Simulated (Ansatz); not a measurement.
A run of Ansatz (development build ahead of 0.2.0) on quartet NS₃ at this shape:

```yaml
atoms:
  - { symbol: N, position_ang: [0.0000, 0.0000, 0.0000] }
  - { symbol: S, position_ang: [2.3964, 0.0000, 0.8722] }
  - { symbol: S, position_ang: [-1.1982, 2.0754, 0.8722] }
  - { symbol: S, position_ang: [-1.1982, -2.0754, 0.8722] }
```

Its results:

| Quantity | Value |
| --- | --- |
| Converged | yes |
| Total energy | -1246.89328 hartree |
| Spin squared of the determinant | 6.434 |
| Stability test | minimum |

Task: Which input gives this output? Name the method, the orbitals and the basis set, and write the input.

Result: UHF in pcseg-2.

```yaml
crystal:
  periodic: [false, false, false]
  atoms:
    - { symbol: "N", position_ang: [0.0, 0.0, 0.0] }
    - { symbol: S, position_ang: [2.3964, 0.0, 0.8722] }
    - { symbol: S, position_ang: [-1.1982, 2.0754, 0.8722] }
    - { symbol: S, position_ang: [-1.1982, -2.0754, 0.8722] }
basis:
  gaussian: { orbitals: pcseg-2 }
magnetization:
  spin_polarized: true
  initial_magnetization: 3
hamiltonian:
  xc: hf
```

Caution: the unrestricted determinant is a mixture of spin states; other spin multiplicities may lie lower.
